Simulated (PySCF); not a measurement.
Compound: C6H11 (charge +1).
Bonds: C1–C2 (double), C2–C3, C2–C4, C4–C5, C4–C6. Hydrogens: H7, H8 on C1; H9, H10, H11 on C3; H12, H13, H14 on C5; H15, H16, H17 on C6.

Structure optimised with GFN2-xTB, isolated species.

Q: Give the optimised bond lengths and angles.

A: 
```
                   bond  length (bohr)
                  C1=C2          2.562
                  C2–C3          2.830
                  C2–C4          2.705
           C4–C5, C4–C6          2.754
                  C1–H7          2.038
                  C1–H8          2.035
  C3–H9, C3–H10, C3–H11          2.055
         C5–H12, C6–H15          2.073
C5–H13 and 3 like bonds          2.058
```

Bonds in one row agree within 0.02 bohr and their mean is given. A selection of angles:
```
     angle  degrees
  C2–C1–H7    120.4
  C2–C1–H8    123.7
  H7–C1–H8    115.8
  C1–C2–C3    120.0
  C1–C2–C4    121.0
  C3–C2–C4    118.9
  C2–C3–H9    110.4
 C2–C3–H10    110.9
 H9–C3–H10    107.8
  C2–C4–C5    119.1
  C2–C4–C6    123.3
  C5–C4–C6    117.6
 C4–C5–H12    108.9
 C4–C5–H13    112.9
 C4–C5–H14    111.6
H12–C5–H13    108.3
H12–C5–H14    104.1
H13–C5–H14    110.5
 C4–C6–H15    108.4
 C4–C6–H16    114.9
```

Torsions: C1–C2–C4–C5 164° (antiperiplanar). The mirror-image conformer, all signs reversed, is as good.

The C–C distances run from 1.356 Å (C1=C2, drawn double in one of several resonance forms) to 1.497 Å (C2–C3, drawn single), a spread of 0.141 Å. Of the pairs four or more bonds apart, H8···H16 is among the closest relative to their van der Waals radii: 2.10 Å, 88 % of the sum of Bondi's values. C1 (carbon bonded to C and 2 H) is planar (angles 123.7°, 120.4° and 115.8°, sum 359.9°, 0.02 Å off the plane of its three neighbours). C2 (carbon bonded to 3 C) is planar (angles 121.0°, 120.0° and 118.9°, sum 359.9°, 0.03 Å off the plane of its three neighbours). C4 (carbon bonded to 3 C) is planar (angles 123.3°, 119.1° and 117.6°, sum 360.0°, 0.00 Å off the plane of its three neighbours).

No frequency check.

These are computed values.
